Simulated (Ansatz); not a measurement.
A (110) slab of W (Fm-3m (No. 225)), 8 planes, outer planes W (top) and W (bottom), with 8 atoms (W8) in a surface cell of A = 11.302 Å², as cut from the bulk:

```
CELL_PARAMETERS angstrom
2.82701 0.00000 0.00000
0.00000 3.99799 0.00000
0.00000 0.00000 24.89452
ATOMIC_POSITIONS crystal
W 0.50000 0.50000 0.30127
W 0.00000 0.00000 0.35805
W 0.50000 0.50000 0.41483
W 0.00000 0.00000 0.47161
W 0.50000 0.50000 0.52839
W 0.00000 0.00000 0.58517
W 0.50000 0.50000 0.64195
W 0.00000 0.00000 0.69873
```

Method: Ansatz, DFT PBEsol, scalar-relativistic, plane waves, PAW. Plane waves to 420 eV, a k mesh through Γ of 12×9×1 on the computed 8-atom cell and Gaussian smearing (0.10 eV); no spin polarisation. The cell repeats along c with a dipole correction in the vacuum.

Against the same 8 atoms in the bulk, the slab as cut lies 4.990 eV higher and the relaxed slab 4.196 eV higher.

Q: Work out the surface energy before and after relaxation.

A: The slab has two faces, so γ = (E_slab − N·E_bulk)/(2A), the mean of both. As cut: 4.990/(2 × 11.302) = 0.2208 eV/Å², and 1 eV/Å² = 16.02 J/m², so γ = 3.54 J/m². Relaxed: 4.196/(2 × 11.302) = 0.1856 eV/Å² = 2.97 J/m². Relaxation recovers 16 % of the cost of cutting.

Q: A cut through this plane breaks about 6 nearest-neighbour bonds a surface cell. What does each broken bond cost, before relaxation?

A: One cut makes two faces and costs 2γA = 4.990 eV, shared by 6 bonds: 0.83 eV a bond. In a metal this is less than the cohesive energy a bond, since the bonds that remain at the surface strengthen.

Q: What is the ideal work of this cut, per area?

A: Griffith's ideal work is 2γ: 7.07 J/m² if the new faces stay rigid, 5.95 J/m² if they relax. One thickness was run, 8 planes, so γ can still shift with it.

The reference crystal is the fcc form of W, which isn't its usual structure.